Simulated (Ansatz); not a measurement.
A structure relaxed at PBE-D4/def2-TZVPD in Ansatz, charge -1, doublet:

Cartesian coordinates in Å:
```
Li 0.567 -0.747 -0.001
Li 0.803 1.626 0.684
Li -1.780 -0.330 -0.696
H -0.714 -1.726 -0.670
H 1.843 0.214 0.703
H -0.720 0.964 -0.021
```

Problem. Give its formula and point group.

Solution. the cluster Li₃H₃⁻. Point group C2v (tolerance 0.1 Å).

Problem. Summarise the bond lengths by kind (pairs closer than 1.2 times the sum of covalent radii, bridged metal pairs left out).

Solution. 6 × H–Li 1.75 to 1.80 Å.

The highest occupied level of the charge -1 doublet lies above zero (up to 1.10 eV). It is a level of α spin, whose loss leaves a singlet; that state wasn't run at this geometry and level. The electron is either unbound and held by the finite basis, or the level is raised by self-interaction error. An occupied level of the charge -1 doublet lies above an empty one (by up to 0.02 eV), so this SCF solution is probably not the lowest. The gap within one spin of the charge -1 doublet nearly closes, so an electron or hole may be smeared out by delocalisation error. Another isomer (doublet) lies 0.05 eV lower at PBE0-D4/def2-TZVPD; other spin states weren't run for this one.
